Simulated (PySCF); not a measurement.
BeH, SMILES [BeH+], charge +1.

The structure is a stationary point at PBE0-D3(BJ)/def2-TZVPD. The spin state was assumed, not searched.

Level of theory: IEF-PCM-B3LYP/def2-TZVPD run with PySCF.

The values are the electrostatic part of the solvation free energy, E(continuum) − E(gas) at the gas-phase geometry, in a cavity of scaled van der Waals radii (PySCF's table); cavitation and dispersion terms are not included. A continuum can't describe solvent molecules that bind to the metal. In vacuum the orbital gap is 5.88 eV.

Computed values in water (ε = 78.36), acetonitrile (ε = 35.69), dimethylsulfoxide (ε = 46.83):
| solvent | ε | ΔG(elec) (kcal/mol) | gap (eV) |
|---|---|---|---|
| water | 78.36 | -99.1 | 7.13 |
| acetonitrile | 35.69 | -97.4 | 7.10 |
| dimethylsulfoxide | 46.83 | -98.2 | 7.11 |
